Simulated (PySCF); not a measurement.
Cartesian coordinates in Å; atom numbers follow the order of the lines, from 1:
```xyz
6

O     1.145   -0.507   -0.362
Si   -0.392    0.029   -0.011
H     1.872   -0.059    0.079
H    -0.722   -0.128    1.441
H    -1.319   -0.804   -0.823
H    -0.577    1.472   -0.367
```

Geometry: PBE0-D3(BJ)/def2-SVP; GIAO absolute shieldings from PySCF 2.14, gas phase, non-relativistic, averaged over equivalent atoms.

At PBE0/pcSseg-1 (61 basis functions, 2 s wall time on 1 thread of an Arm Neoverse V2, shared host):
```json
{"atoms": "O1", "σ (ppm)": "335.6"}
{"atoms": "Si2", "σ (ppm)": "384.4"}
{"atoms": "H4/H5/H6", "σ (ppm)": "26.33"}
{"atoms": "H3", "σ (ppm)": "31.16"}
```

**Question.** Estimate the result of repeating the calculation with WP04/pcSseg-2.

**Answer.** 
```json
{"atoms": "O1", "σ at WP04/pcSseg-2": "311.0", "change": "-24.6"}
{"atoms": "Si2", "σ at WP04/pcSseg-2": "371.7", "change": "-12.7"}
{"atoms": "H4/H5/H6", "σ at WP04/pcSseg-2": "27.32", "change": "+0.99"}
{"atoms": "H3", "σ at WP04/pcSseg-2": "31.11", "change": "-0.05"}
```

The largest change is at O1 (oxygen bonded to Si, H). Cost: 135 basis functions, 3.3 s wall time on 1 thread of an Arm Neoverse V2, shared host.
